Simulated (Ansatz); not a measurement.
**Scan of H2Al–AlH2, singlet**

Starting geometry (PBE0/def2-TZVP stationary point for this spin, not checked as a minimum):

```xyz
6

Al    0.0000    0.0000    1.3086
Al    0.0000    0.0000   -1.3086
H     0.0000    1.3533    2.1524
H     0.0000   -1.3533    2.1524
H     0.0000    1.3533   -2.1524
H     0.0000   -1.3533   -2.1524
```

From there Al2, H5, H6 move together along the line of the two atoms named below, all else staying in place; atoms are numbered as listed. Energies are in kJ/mol, counted from the starting geometry at the same level.

Basis cc-pVDZ; Ansatz 0.2.0. Correlated methods freeze the noble-gas cores. Prefix R: restricted or restricted open-shell reference; prefix U: unrestricted.

Unrestricted rows (U) aren't spin-pure: their determinants' ⟨S²⟩ exceeds S(S+1) by up to 0.37, so they mix in states of higher spin. A value is left out where its run failed or describes another state than the reference as far as symmetry and spin tell, or, spin-broken singlets apart, can't be checked.

Full CI isn't at hand for all of this; RCCSDTQ serves as the reference, and is uncertain by the last step of the cluster series or more. The frozen core follows each run's orbitals, which can shift R against U totals by a few meV.

```
distance Al1-Al2 (Å)  RCCSDTQ  error UHF  error RMP2  error RCCSD  error RCCSD(T)  error BCCD(T)  error RCCSDT
               2.376     26.6        2.6         0.6         -0.1            -0.1           -0.1           0.0
               2.617      0.0        0.0         0.0          0.0             0.0            0.0           0.0
               2.887     15.2       -0.5         0.3          0.5             0.2            0.2           0.0
               3.664    127.2        5.9        10.5          5.1             1.9            1.8           0.5
               4.812        –          –           –            –               –              –             –
               7.229        –          –           –            –               –              –             –
```

Errors are those of relative energies. In total energy the starting point itself misses RCCSDTQ by: UHF 466.9, RMP2 119.0, RCCSD 10.8, RCCSD(T) 2.8, BCCD(T) 2.7, RCCSDT 0.4 kJ/mol.

Spread of the error over the points with a reference, to 3.664 Å (largest less smallest): RCCSDT 0.5, BCCD(T) 1.9, RCCSD(T) 1.9, RCCSD 5.2, UHF 6.4, RMP2 10.5 kJ/mol.

Going outwards, the relative energy of RMP2 first misses by more than 4.2 kJ/mol (1 kcal/mol) at 3.664 Å.

Going outwards, the relative energy of RCCSD first misses by more than 4.2 kJ/mol (1 kcal/mol) at 3.664 Å.
